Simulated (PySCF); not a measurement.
Structure from 2D NMR

Compound of formula C4H8O. Correlations simulated from computed shifts and the bond graph:

HSQC (one-bond C–H):
| δH | δC |
| --- | --- |
| 4.27 | 72.6 |
| 2.09 | 35.2 |
| 1.90 | 35.2 |
| 1.55 | 14.3 |
| 1.35 | 14.3 |

COSY cross peaks (H two or three bonds apart, from the bond graph; peaks can be absent where the dihedral angle is near 90°):
| δH | δH |
| --- | --- |
| 4.27 | 2.09 |
| 4.27 | 1.90 |
| 2.09 | 1.90 |
| 2.09 | 1.55 |
| 2.09 | 1.35 |
| 1.90 | 1.55 |
| 1.90 | 1.35 |
| 1.55 | 1.35 |

HMBC (two and three bonds, from the bond graph):
| δH | δC |
| --- | --- |
| 4.27 | 35.2, 14.3 |
| 2.09 | 72.6, 35.2, 14.3 |
| 1.90 | 72.6, 35.2, 14.3 |
| 1.55 | 72.6, 35.2 |
| 1.35 | 72.6, 35.2 |

One averaged value for each set of equivalent atoms, one conformer, non-relativistic, no solvent model. Coordinates at the PBE0-D3(BJ)/def2-TZVP level; GIAO B97-2/pcSseg-2 shieldings; PySCF 2.14.0 with density-fitted response routines.

References, each an isolated molecule treated in the same way: TMS for ¹H (31.64 ppm) and ¹³C (185.38 ppm).

Exchangeable hydrogens are left out of these lists.

Work out the connectivity.

## Answers

cyclobutanol (SMILES C1CC(O)C1).

Numbering as in the mapped SMILES `[OH:1][CH:2]1[CH2:3][CH2:4][CH2:5]1` (H(Xn): hydrogen on atom n). Ha(C3), Ha(C4), Ha(C5) are cis to O1 on the ring; Hb(C3), Hb(C4), Hb(C5) are trans to O1 on the ring.

- δC 72.6 is C2, an sp3 CH bonded to O (δH 4.27).
- δC 35.2 is C3/C5, an sp3 CH2 in a ring (δH 1.90, 2.09).
- δC 14.3 is C4, an sp3 CH2 in a ring (δH 1.55, 1.35).
- COSY links 4.27–2.09, 4.27–1.90, 2.09–1.90, 2.09–1.55, 2.09–1.35, 1.90–1.55.

Exchangeable OH/NH protons stand at their gas-phase positions; hydrogen bonding in a real sample shifts them, mostly to higher δ. Shifts are as computed. Against solution values, carbons near 30 ppm lie about +3 ppm off and those near 130 ppm about +7 ppm. Of 1211 compounds with measured shifts, 218 miss one by over three times the rms of a fit or turn the order of signals round; such compounds aren't used in these exercises.
